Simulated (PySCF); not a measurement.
Start geometry of streptocyanine-1 (`NC=[NH2+]`) from GFN2-xTB (Å):
```
atom  x, y, z in Å
N1     1.167    0.176    0.075
C2    -0.003   -0.418    0.166
N3    -1.167    0.107   -0.160
H4     1.248    1.157   -0.273
H5     2.009   -0.259    0.322
H6     0.005   -1.429    0.539
H7    -1.213    1.054   -0.505
H8    -1.991   -0.408   -0.061
```

Question: What comes out of this run: PBE0-D3(BJ)/def2-TZVP geometry optimisation, gas phase in PySCF?

Answer: 
```
atom  x, y, z in Å
N1     1.1171    0.3671    0.0604
C2     0.0797   -0.4226    0.0486
N3    -1.1608   -0.0370   -0.0619
H4     1.0448    1.3718   -0.0175
H5     2.0434   -0.0214    0.1505
H6     0.2640   -1.4887    0.1383
H7    -1.4324    0.9322   -0.1503
H8    -1.9010   -0.7219   -0.0625
```

The energy falls by 2.3 kcal/mol over 9 energy and gradient evaluations, the largest force component goes from 0.0492 to 2.2e-04 Eh/bohr, and the atoms move by 0.024 Å rms after alignment. Among the bonds, N1–H4 and N3–H8 change most and about equally (-0.033 to +0.032 Å). Bonds longer at the end by more than 0.005 Å: 3 of 7; shorter: 3. Among the angles that change most is C2–N1–H5, from 123.1° to 119.9°. Rotational constants go from 60275, 10151, 8688 to 60239, 10338, 8824 MHz. The orientation of the end geometry is arbitrary; only internal coordinates are fixed.

The run used 123 basis functions and 62 SCF cycles in all. The run took 59 s on Arm Neoverse N1, one thread, shared host with 64 logical CPUs at a one-minute load of 58, and the process peaked at 0.52 GiB of memory.

Stationary, but not proved a minimum. Geometry: PBE0-D3(BJ)/def2-TZVP, one conformer, isolated ion.
